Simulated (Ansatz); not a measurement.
**Rutile MnO₂: cohesive energy by level of theory**

No measured value is used here.

| level (code) | value (eV/atom) | cell (Å³/atom) |
|---|---|---|
| LDA (Ansatz) | … | 8.69 |
| PBE (Ansatz) | 5.06 | 9.37 |
| PBEsol (Ansatz) | 5.54 | 9.01 |
| r²SCAN (Ansatz) | 4.98 | 9.16 |
| HSE06 (Ansatz) | 4.28 | 9.08 |
| PBE0 (Ansatz) | 4.28 | 9.08 |
| Hartree–Fock (Ansatz) | … | 9.05 |

Problem. What belongs in the gaps?

Solution. 
- LDA (Ansatz, a first-principles code), value (eV/atom): 6.30
- Hartree–Fock (Ansatz), value (eV/atom): 1.25

Spin-polarised runs: LDA (opposed moments), PBE (opposed moments), PBEsol (opposed moments), r²SCAN (opposed moments), HSE06 (opposed moments), PBE0 (opposed moments), Hartree–Fock (opposed moments). HSE06, PBE0, Hartree–Fock: the free atom's electronic state is in doubt. Each level is taken at its own relaxed cell. Cutoffs and k meshes differ between the levels. Ansatz's density-functional and Hartree–Fock values are scalar-relativistic unless marked +SOC, with PAW data made under PBE.
